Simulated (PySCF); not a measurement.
Compound: C3H3FO2.
SMILES with atom numbers: `[O:1]=[C:2]([OH:3])/[CH:4]=[CH:5]/[F:6]` (hydrogens: H7 on O3; H8 on C4; H9 on C5)

Torsions of this conformer, `[O:1]=[C:2]([OH:3])/[CH:4]=[CH:5]/[F:6]`: O1–C2–C4–C5 0°, H–O3–C2–O1 0°.

The closed-shell ground state was solved at several levels (PySCF, density fitting, gas phase, non-relativistic). The structure is a single PBE0-D3(BJ)/def2-SVP conformer in the gas phase; no vibrational or solvent corrections.

```json
{"level": "PBE0/6-31G*", "basis functions": "90", "total energy (Eh)": "-366.0029", "HOMO (eV)": "-7.88", "LUMO (eV)": "-1.01", "gap (eV)": "6.87", "dipole (D)": "0.86"}
{"level": "PBE0/STO-3G", "basis functions": "33", "total energy (Eh)": "-361.0645", "HOMO (eV)": "-4.31", "LUMO (eV)": "2.13", "gap (eV)": "6.44", "dipole (D)": "0.42"}
{"level": "PBE0/def2-SVP", "basis functions": "99", "total energy (Eh)": "-365.7425", "HOMO (eV)": "-8.10", "LUMO (eV)": "-1.25", "gap (eV)": "6.85", "dipole (D)": "0.91"}
{"level": "B3LYP/pcSseg-2", "basis functions": "258", "total energy (Eh)": "-366.5653", "HOMO (eV)": "-8.05", "LUMO (eV)": "-1.77", "gap (eV)": "6.28", "dipole (D)": "0.98"}
{"level": "PBE0/6-31G", "basis functions": "60", "total energy (Eh)": "-365.8918", "HOMO (eV)": "-8.13", "LUMO (eV)": "-1.34", "gap (eV)": "6.79", "dipole (D)": "0.87"}
{"level": "PBE0/pcSseg-1", "basis functions": "117", "total energy (Eh)": "-365.9848", "HOMO (eV)": "-8.24", "LUMO (eV)": "-1.43", "gap (eV)": "6.81", "dipole (D)": "0.91"}
{"level": "PBE0/pcSseg-2", "basis functions": "258", "total energy (Eh)": "-366.1679", "HOMO (eV)": "-8.27", "LUMO (eV)": "-1.52", "gap (eV)": "6.75", "dipole (D)": "0.98"}
{"level": "B97-D/pcSseg-2", "basis functions": "258", "total energy (Eh)": "-366.3355", "HOMO (eV)": "-6.73", "LUMO (eV)": "-2.38", "gap (eV)": "4.35", "dipole (D)": "0.98"}
{"level": "mPW1PW91/pcSseg-2", "basis functions": "258", "total energy (Eh)": "-366.4649", "HOMO (eV)": "-8.29", "LUMO (eV)": "-1.53", "gap (eV)": "6.76", "dipole (D)": "0.99"}
{"level": "CAM-B3LYP/def2-SVPD", "basis functions": "153", "total energy (Eh)": "-366.0261", "HOMO (eV)": "-9.69", "LUMO (eV)": "-0.48", "gap (eV)": "9.21", "dipole (D)": "1.04"}
```

(1) What might PBE0/aug-cc-pVDZ (165 basis functions) give for the same quantities?

(2) Over all these levels, which gives the widest orbital gap and which the narrowest?

(3) How much does the basis alone move the frontier levels among the 7 PBE0 rows (the withheld one included)?

(4) In the pcSseg-2 basis, how does the gap go with the fixed share of exact exchange?

(5) How far do the dipole and the HOMO energy spread over the levels?

Results:

(1) Total energy -366.0705 Eh, HOMO -8.25 eV, LUMO -1.53 eV, gap 6.72 eV, dipole 1.01 D.

(2) CAM-B3LYP/def2-SVPD (range-separated hybrid) has the widest, 9.21 eV, and B97-D/pcSseg-2 (GGA) the narrowest, 4.35 eV. Functional and basis both differ between the two, so the spread mixes both effects.

(3) The HOMO by 3.96 eV and the LUMO by 3.66 eV. By rising basis size (HOMO, LUMO in eV): STO-3G -4.31, 2.13; 6-31G -8.13, -1.34; 6-31G* -7.88, -1.01; def2-SVP -8.10, -1.25; pcSseg-1 -8.24, -1.43; aug-cc-pVDZ -8.25, -1.53; pcSseg-2 -8.27, -1.52.

(4) B97-D (0 %) 4.35 eV; B3LYP (20 %) 6.28 eV; PBE0 (25 %) 6.75 eV; mPW1PW91 (25 %) 6.76 eV. Each rise in the share widens the gap here.

(5) The dipole runs from 0.42 to 1.04 D (mean 0.91 D) and the HOMO from -9.69 to -4.31 eV.

B97-D is run here without its empirical dispersion term; that term would change no orbital, density or response property at a fixed geometry.
